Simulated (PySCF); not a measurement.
## Orbital picture of Mg2

PBE at R = 3.631 Å; basis Mg def2-TZVPP; no relativity; PySCF 2.14. State: ¹Σg⁺ (singlet), closed shell. Only the outer orbitals are listed.

```
orbital  occ.  ε (eV)  main shells (%)
     πu     2  -46.72            100 p
     πu     2  -46.72            100 p
     πg     2  -46.72            100 p
     πg     2  -46.72            100 p
     σg     2  -46.70            100 p
     σu     2  -46.70            100 p
     σg     2   -5.39             94 s
     σu     2   -4.20             92 s
     σg     0   -1.84             94 p
     πu     0   -1.75             98 p
     πu     0   -1.75             98 p
```

**Question.** Which are the highest filled and the lowest empty level, where do they sit, and how wide is the gap?

**Answer.** Highest filled σu at -4.20 eV (in %: 92 s); lowest empty σg at -1.84 eV (in %: 94 p); the gap at PBE is 2.36 eV.

The bond order (Mayer) is 0.46, the ⟨S²⟩ is 0.000 and the polarisability along the bond is 241.0 bohr³. The polarisability across the bond is 118.4 bohr³.

Closed-shell solutions of metal pairs were not tested for spin polarisation, which can lower them a little.
